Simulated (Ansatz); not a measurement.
# Structure relaxation of AgI3

Level of theory: Ansatz, DFT PBE, scalar-relativistic, plane waves, PAW.

AgI3 was placed on the Ni3Sn (D0_19) structure type (P6_3/mmc, No. 194), with Ag in place of Sn, I in place of Ni, at a guessed volume.

Input of the last, converged step (default PAW datasets):

```yaml
crystal:
  lattice:
    - [9.2536411685, 0.0, 0.0]
    - [-4.6268205843, 8.0138883294, 0.0]
    - [0.0, 0.0, 4.0447717943]
  atoms:
    - { symbol: Ag, position: [0.3333333333, 0.6666666667, 0.25] }
    - { symbol: Ag, position: [0.6666666667, 0.3333333333, 0.75] }
    - { symbol: I, position: [0.8033276016, 0.6066552033, 0.25] }
    - { symbol: I, position: [0.1966723984, 0.8033276016, 0.75] }
    - { symbol: I, position: [0.3933447967, 0.1966723984, 0.25] }
    - { symbol: I, position: [0.1966723984, 0.3933447967, 0.75] }
    - { symbol: I, position: [0.8033276016, 0.1966723984, 0.25] }
    - { symbol: I, position: [0.6066552033, 0.8033276016, 0.75] }
basis:
  ecutwfc: 420
kpoints:
  mp_grid: { grid: [6, 6, 10] }
hamiltonian:
  xc: pbe
scf:
  occupations: { method: gaussian, width: 0.1 }
output:
  forces: true
  stress: true
  eigenvalues: true
relax:
  adjacent_minimum: "off"
  f_tol: 0.01
  max_steps: 80
  cell: { stress_tol: 0.05 }
```

Launched as:

```bash
ansatz run input.yaml --threads 1 --pin off --max-ram 2560MiB --backend cpu --events-out ev --progress --plain --runs-dir out
```

It took 3.7 min on 1 thread of Intel(R) Xeon(R) Platinum 8488C (Sapphire Rapids) (shared host), peak memory 1 GiB.

End of the output:

```
SCF converged after 5 iterations
Free energy (F): -60257.571702 eV
Harris-Foulkes:  -60257.571702 eV  (|F-HF|=0.00e0)
Internal energy: -60257.510943 eV  (E = F + TS)
E sigma→0 (E₀):  -60257.541322 eV
Entropy (-TS):   -0.060759 eV (-7.595 meV/atom)
Fermi energy:    5.945606 eV
--- Per-component energies (eV) ---
  E_band       = -3127.281197
  E_kinetic    = 2181.790087
  E_local      = -20493.728494  (includes V_loc(G=0)·N_el)
  E_nonlocal   = -386.776654
  E_hartree    = 10058.176261
  E_xc         = -1132.146985
  E_vxc        = -1232.983169  (∫ρ·V_xc dr)
  E_paw        = -36696.062878  (= ΣΔE_a)
  E_vpaw       = -3311.936339  (= ΣTr[D̂ρ^β])
  E_aug_tail   = 0.000626  (compensation charges beyond the density's cutoff)
  E_ewald      = -13788.762906
  E_smearing   = -0.060759  (= −TS)
  E_closure    =  0.000000  (closes the sum)
  Σ components = -60257.571702   (vs F -60257.571702, Δ=0.00e0)
--- Forces (eV/Å), atoms counted from 1 ---
  atom   1  Ag     0.00000000     0.00000000     0.00000000
  atom   2  Ag     0.00000000     0.00000000     0.00000000
  atom   3  I      0.00000000    -0.00107254     0.00000000
  atom   4  I      0.00092885    -0.00053627     0.00000000
  atom   5  I      0.00092885     0.00053627     0.00000000
  atom   6  I      0.00000000     0.00107254     0.00000000
  atom   7  I     -0.00092885     0.00053627     0.00000000
  atom   8  I     -0.00092885    -0.00053627     0.00000000
  max |Σ_I F_I| component: 1.63e-18 eV/Å
--- Stress (GPa, compression-positive) ---
        0.002131       0.000000       0.000000
        0.000000       0.002131       0.000000
        0.000000       0.000000      -0.011086
  P = ⅓ Tr σ = -0.0023 GPa (-0.023 kbar)
--- Relaxed structure (2 steps of the walk, 2 accepted, 1 SCFs on fresh bases) ---
  F+E_penalty+E_count = -60257.57170165 eV   max|allowed force component| = 1.073e-3 eV/Å   (the final SCF, on the basis selected at the relaxed cell)
  cell:  # Å, volume = 299.5498 Å³
    - [9.254214, 0.000000, 0.000000]
    - [-4.627107, 8.014384, 0.000000]
    - [0.0, 0.000000, 4.038865]
  atoms:
    - { symbol: Ag, position: [0.333333, 0.666667, 0.25] }
    - { symbol: Ag, position: [0.666667, 0.333333, 0.75] }
    - { symbol: I, position: [0.803472, 0.606943, 0.25] }
    - { symbol: I, position: [0.196528, 0.803472, 0.75] }
    - { symbol: I, position: [0.393057, 0.196528, 0.25] }
    - { symbol: I, position: [0.196528, 0.393057, 0.75] }
    - { symbol: I, position: [0.803472, 0.196528, 0.25] }
    - { symbol: I, position: [0.606943, 0.803472, 0.75] }
```

Absolute energies hang on the potentials; compare differences alone.

The result has space group P6_3/mmc (No. 194). Around Ag lie 6 I at 2.98 Å; around I lie 2 Ag at 2.98 Å.

Against the elements it lies at 0.13 eV/atom. The zero of energy is the elements' standard structures at the same level; no fitted shifts are applied.

The k mesh leaves about 4 meV/atom of noise in metals. Spin–orbit coupling is left out.

Symmetry constrained the relaxation, so the result can be a saddle point.